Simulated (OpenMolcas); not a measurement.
Setting up [AlH4]− (SMILES [AlH4-]) in OpenMolcas

The species is [AlH4]− (5 atoms), meant as a singlet with charge -1. As SMILES, `[AlH4-]`. The shape comes from GFN2-xTB, which is rough for such elements, and wasn't checked as a minimum.

```xyz
5

Al    0.0000    0.0001   -0.0011
H     1.4435   -0.5043    0.5564
H    -1.1830   -0.6045    0.9391
H    -0.2038   -0.5171   -1.5307
H    -0.0567    1.6259    0.0362
```

Settings wanted:

```json
{
 "method": "CCSD(T)",
 "reference": "RHF",
 "basis set": "STO-3G",
 "task": "energy",
 "frozen core orbitals": "5",
 "nucleus": "point",
 "cc max iter": "80",
 "cc conv": "1e-08",
 "SCF convergence threshold": "1e-10"
}
```

Question: Give an OpenMolcas 26.06 job that does this.

Answer: One that was run (others would do as well):

calc.inp:
```
* AlH4 CCSD(T)

&GATEWAY
 BASLIB = $CurrDir
 COORD
 5
 angstrom
 Al      -0.000020       0.000060      -0.001080
 H        1.443510      -0.504270       0.556410
 H       -1.182970      -0.604500       0.939130
 H       -0.203840      -0.517130      -1.530710
 H       -0.056670       1.625850       0.036250
 BASIS = STO-3G
 GROUP = NoSym

&SEWARD

&SCF
 CHARGE = -1
 THRESHOLDS = 1e-10 1e-07 1e-07 1e-05
 PRORBITALS = 1 1

&RASSCF
 FILEORB = $Project.ScfOrb
 SPIN = 1
 NACTEL = 0 0 0
 INACTIVE = 9
 RAS2 = 0
 OUTORBITALS = Canonical
 ORBLISTING = Nothing

&MOTRA
 JOBIPH
 FROZEN = 5

&CCSDT
 CCT
 TRIPLES = 2
 ITERATIONS = 80
 ACCURACY = 1e-08
 EXTRAPOLATION = 5 4
```

```bash
$ export MOLCAS_MEM=1860
$ pymolcas calc.inp > calc.log
```

(Basis files named in the input come from the Basis Set Exchange and aren't shown.)

Calculated total energy: -241.20736 Eh. Without diffuse functions such a state is poorly described.
